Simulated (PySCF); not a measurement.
Gas-phase reaction: N₂H₂ → 2 N + H₂

Computed with PySCF (xtb for GFN2) and rigid-rotor harmonic-oscillator thermochemistry at 1 bar. 'Table' is the NASA 1993 thermochemical table (part measured, part estimated). † marks an energy on the PBE0/def2-TZVP geometry and frequencies; other levels use their own. MP2 and CCSD(T) freeze the core. Open shells (unrestricted): N (multiplicity 4); the rest are closed-shell singlets. GFN2 has no spin-polarisation term. MP2 isn't extrapolated to the basis-set limit; its ΔH°(298 K) is 674.4 kJ in def2-SVP and 724.8 kJ in def2-TZVPP. CCSD(T) isn't extrapolated to the basis-set limit; its ΔH°(298 K) is 649.4 kJ in def2-SVP and 690.3 kJ in def2-TZVPP. The harmonic model lacks anharmonicity and excited electronic states, which grow with temperature; levels with a mode under 35 cm⁻¹ are left out. The table's entry may be an old estimate for N₂H₂ (not checked at source).

```tsv
level	ΔH°(298 K), kJ	minus table	ΔG°(2500 K), kJ
table	733.5	-	127.8
CCSD(T)/def2-SVP†	649.4	-84.1	35.6
GFN2-xTB	1439.1	705.6	828.2
HF/def2-TZVP†	239.0	-494.5	-374.8
MP2/def2-TZVPP†	724.8	-8.7	111.1
PBE/def2-TZVP†	833.6	100.1	219.8
PBE0/def2-TZVP	757.8	24.3	144.0
r2SCAN/def2-TZVP†	722.3	-11.2	108.5
ωB97M-V/def2-TZVP†	758.4	24.9	144.6
```
